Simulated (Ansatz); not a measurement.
## Ansatz (development build ahead of 0.2.0) run

```yaml
crystal:
  periodic: [false, false, false]
  atoms:
    - { symbol: O, position_ang: [-0.27317, 0.89622, -1.40807] }
    - { symbol: C, position_ang: [-0.09855, 0.30905, -0.49739] }
    - { symbol: S, position_ang: [0.16699, -0.58373, 0.88707] }
basis:
  gaussian: { orbitals: def2-SVP }
total_charge: 1
magnetization:
  spin_polarized: true
  initial_magnetization: 1
hamiltonian:
  xc: hf
output:
  forces: true
```

The input is written out in the form of the current development build from the run's settings.

Output:

```json
{
 "Converged": "yes",
 "Total energy": "-509.69549 hartree",
 "Spin squared of the determinant": "0.785",
 "Stability test": "minimum"
}
```

Forces (eV/Å):
```json
{"atom": "O1", "Fx": "0.000", "Fy": "0.001", "Fz": "-0.002"}
{"atom": "C2", "Fx": "0.000", "Fy": "0.000", "Fz": "0.000"}
{"atom": "S3", "Fx": "0.000", "Fy": "-0.001", "Fz": "0.002"}
```
